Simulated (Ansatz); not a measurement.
Process, species as SMILES: C=[SiH2] (CH2-SiH2) + 2 [H][H] (H2) → C (CH4) + [SiH4] (SiH4)
B3LYP-D3(BJ)/def2-TZVP geometries, fixed; electronic energies without zero-point terms.
Largest species:
```
Si
C 1 1.7009
H 2 1.0823 1 122.25
H 2 1.0823 3 115.51 1 180.00
H 1 1.4730 2 122.63 3 0.00
H 1 1.4730 5 114.74 2 -180.00
```
Charge 0, spin multiplicity 1.

Core correlation in the energy of full hydrogenation at MP2 with Ansatz (an electronic-structure program), in kcal/mol: frozen core against 1s of Al to Cl frozen alone. Core-valence sets carry the plain set on hydrogen. A restricted Hartree-Fock determinant is unstable towards unrestricted orbitals.

| basis | functions, most | frozen core | 1s of Al to Cl frozen alone | core term (second minus first) |
|---|---|---|---|---|
| cc-pV(D+d)Z | 57 | -67.37 | -67.36 | 0.00 |
| cc-pCVDZ | 65 | -67.17 | -67.10 | 0.06 |
| cc-pV(T+d)Z | 125 | -64.96 | -65.87 | -0.91 |
| cc-pCVTZ | 158 | -64.91 | -64.69 | 0.22 |
| cc-pwCVTZ | 158 | -64.88 | -64.57 | 0.30 |
| cc-pV(Q+d)Z | 239 | -64.46 | -65.45 | -0.99 |
| cc-pwCVQZ | 313 | -64.32 | -63.98 | 0.33 |
| cc-pCVQZ | 313 | -64.37 | -64.07 | 0.30 |

The largest core-valence set, cc-pCVQZ, gives a core term of 0.30 kcal/mol; the valence set cc-pV(Q+d)Z, which lacks functions for the core, gives -0.99.
